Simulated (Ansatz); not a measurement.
System: fluorite CeO₂. Method: PBEsol (Ansatz, a program for electronic structure, PAW).

Numerical settings: plane-wave cutoff 520 eV, 8×8×8 k mesh, perturbation theory, force constants from a 4×4×4 q mesh, no spin polarisation, scalar-relativistic PAW data made under PBE.

Quasi-harmonic isothermal bulk modulus against temperature at zero pressure (zero-point motion included); the last value is withheld.

| T (K) | isothermal bulk modulus (GPa) |
|---|---|
| 300 | 176.7 |
| 400 | 171.1 |
| 500 | 165.1 |
| 600 | 158.6 |
| 700 | 151.6 |
| 800 | ? |

Question: Fit a straight line to the rows shown and predict the value at 800 K.

Answer: Means: 500 K and 164.62 GPa. Σ(T − T̄)(y − ȳ) = -6270.0 and Σ(T − T̄)² = 100000, so the slope is -0.0627 GPa/K. At 800 K: 164.62 + (-0.0627) × 300 = 145.8 GPa. The run gives 144.1 GPa.

Anharmonicity beyond the change of volume is left out.
